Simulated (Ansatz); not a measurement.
Ansatz (a first-principles code) input (PBE/pcseg-2):

Ansatz 0.2 input:
```yaml
crystal:
  periodic: [false, false, false]
  atoms:
    - {symbol: C, position_ang: [-0.00000000, -0.00000000, -0.49689011]}
    - {symbol: N, position_ang: [0.00000000, 0.00000000, 0.64927938]}
    - {symbol: H, position_ang: [-0.00000000, -0.00000000, -1.56361504]}
basis:
  gaussian:
    orbitals: pcseg-2
hamiltonian:
  xc: {name: PBE}
magnetization: {spin_polarized: false}
```

Output:

```
Functional definition: PBE
integrals: 0.01 GiB planned
364 factors; their error is unknown
mean field: 0.12 GiB planned
mean field evaluation 1: about -2535.4162 eV, gradient 4.7e1 eV
mean field evaluation 2: about -2520.9472 eV, gradient 8.8e1 eV
mean field evaluation 4: about -2540.1050 eV, gradient 3.8e0 eV
mean field evaluation 8: about -2540.1142 eV, gradient 5.0e-2 eV
mean field -2540.11420927 eV, -93.3474754394 hartree, gradient 8.3e-6 eV, S^2 0.000000; 0 other end points of the search recorded, 0 dependent functions left out
reference -2540.11423903 eV, -93.3474765330 hartree; 7, 7 occupied and 67, 67 virtual orbitals, 364 factors
Total energy: -2540.11423903 eV, -93.3474765330 hartree
```
